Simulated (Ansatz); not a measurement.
# BCl2 (doublet): wave-function methods side by side at distance B1–Cl2 = 3.219 Å, cc-pVDZ

How much of the correlation energy of BCl2 (doublet) does each wave-function method recover here?

The runs use Ansatz 0.2.0, Gaussian basis; cc-pVDZ, core rule «outside noble gas», up to 11 orbitals frozen.

Plan: UHF; CCSD(T) on ROHF; CCSD(T) on UHF; BCCD(T) on ROHF; CISD; CCSDT(Q) on ROHF; CCSDT(Q) on UHF; CASSCF and MRCISD+Q, 3 electrons in 3 orbitals; CASSCF and NEVPT2, 3 electrons in 3 orbitals.

36 further runs of the same task are left out: 12 for a known fault of the program, 1 for a mislabelled method, 18 that didn't finish, 5 set aside as unsound or not needed.

## 1. What is computed

The geometry derives from a PBE0/def2-TZVP stationary point (not a proven minimum). One bond is set to the value named and the two fragments are kept rigid.

3 atoms, charge 0, spin multiplicity 2.

Atoms are counted from 1 here; the program's logs count them from 0.

Bond lengths: B1–Cl3 1.720 Å.

## 2. UHF

in.yaml reads:

```yaml
crystal:
  periodic: [false, false, false]
  atoms:
    - {symbol: B, position_ang: [0.000000, -0.982207, 0.578003]}
    - {symbol: Cl, position_ang: [0.000000, 0.493316, -2.282905]}
    - {symbol: Cl, position_ang: [0.000000, -0.193803, 2.106649]}
basis:
  gaussian: {orbitals: cc-pVDZ}
magnetization: {spin_polarized: true, initial_magnetization: 1}
hamiltonian: {xc: hf}
output: {orbitals: {seedname: orbitals}}
```

On the command line:

```console
$ ansatz run in.yaml --threads 1 --pin off --events-out ev --progress --plain --max-ram 2393MiB
```

Further steps of the session: CCSD(T) on ROHF; CCSD(T) on UHF; BCCD(T) on ROHF; CISD; CCSDT(Q) on ROHF; CCSDT(Q) on UHF; CASSCF and MRCISD+Q, 3 electrons in 3 orbitals; CASSCF and NEVPT2, 3 electrons in 3 orbitals.

Before running them: what should the planned runs give, taken together? Wanted: UCCSDT(Q) below the RHF energy; RMP2 from UCCSDT(Q); UMP2 from UCCSDT(Q); RCCSD from UCCSDT(Q); RCCSD(T) from UCCSDT(Q); UCCSD(T) from UCCSDT(Q); RCCSDT(Q) from UCCSDT(Q); NEVPT2 pair from UCCSDT(Q); MRCISD+Q pair from UCCSDT(Q).

**Answer**, as computed:

| quantity | value |
| --- | --- |
| UCCSDT(Q) below the RHF energy | -10.0250 eV |
| RMP2 from UCCSDT(Q) | +143.3 kJ/mol |
| UMP2 from UCCSDT(Q) | +154.8 kJ/mol |
| RCCSD from UCCSDT(Q) | +28.2 kJ/mol |
| RCCSD(T) from UCCSDT(Q) | +5.1 kJ/mol |
| UCCSD(T) from UCCSDT(Q) | +5.2 kJ/mol |
| RCCSDT(Q) from UCCSDT(Q) | +0.3 kJ/mol |
| NEVPT2 pair from UCCSDT(Q) | +140.9 kJ/mol |
| MRCISD+Q pair from UCCSDT(Q) | +19.9 kJ/mol |
| levels within 1 kcal/mol (43 meV) | RCCSDT, UCCSDT, RCCSDT(Q) |
| T1 diagnostic | 0.023 |

**Reading.** RCCSD(T) misses by +5.1 kJ/mol, 0.5 % of the correlation energy. Of the multireference levels listed MRCISD+Q pair comes nearest in total energy (+19.9 kJ/mol), which doesn't show that its space is the better one. These misses are within one basis, not against nature; the frozen cores of restricted and unrestricted runs differ, which can shift their rows.
